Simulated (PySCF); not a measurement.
Cartesian coordinates in Å; atom numbers follow the order of the lines, from 1:
```xyz
12

C     0.621   -0.153   -1.417
P     0.422    0.187    0.344
C    -1.056   -0.699    0.884
O     1.636   -0.046    1.175
O    -0.072    1.747    0.349
H    -0.270    0.143   -1.987
H     1.491    0.418   -1.774
H     0.820   -1.225   -1.562
H    -1.231   -0.451    1.941
H    -1.935   -0.408    0.292
H    -0.889   -1.782    0.800
H     0.503    2.244    0.947
```

Geometry: PBE0-D3(BJ)/def2-SVP; GIAO shifts from PySCF 2.14.0 with density-fitted response routines, gas phase, non-relativistic, averaged over equivalent atoms.

At PBE0/pcSseg-0 (63 basis functions, 4.2 s wall time on 1 thread of an Arm Neoverse V2, shared host):
```
              atoms  δ (ppm)
              C1/C3     20.8
                 P2      4.5
                 O4    167.4
                 O5     91.5
H6/H7/H8/H9/H10/H11     1.51
                H12     0.54
```

References, each an isolated molecule treated in the same way: ¹³C (σ = 193.52 ppm), ¹H (σ = 32.83 ppm) vs TMS; H3PO4 for ³¹P (σ = 281.41 ppm); H2O for ¹⁷O (σ = 337.86 ppm).

What do these become at PBE0/cc-pVDZ?

## Answers


| atoms | δ at PBE0/cc-pVDZ | change |
| --- | --- | --- |
| C1/C3 | 17.9 | -2.9 |
| P2 | 34.7 | +30.2 |
| O4 | 150.1 | -17.3 |
| O5 | 103.9 | +12.4 |
| H6/H7/H8/H9/H10/H11 | 1.10 | -0.41 |
| H12 | 1.29 | +0.75 |

References, each an isolated molecule treated in the same way: ¹³C (σref 196.75) and ¹H (σref 31.29) against TMS; ³¹P (σref 389.39) vs H3PO4; H2O for ¹⁷O (σref 343.34).

The largest change is at P2 (phosphorus bonded to 2 C, 2 O). Cost: 109 basis functions, 8.4 s wall time on 1 thread of an Arm Neoverse V2, shared host.

Experimental scales use liquid or dissolved standards, which lie at an offset from isolated H2O (liquid H2O: subtract about 36 ppm) and H3PO4.
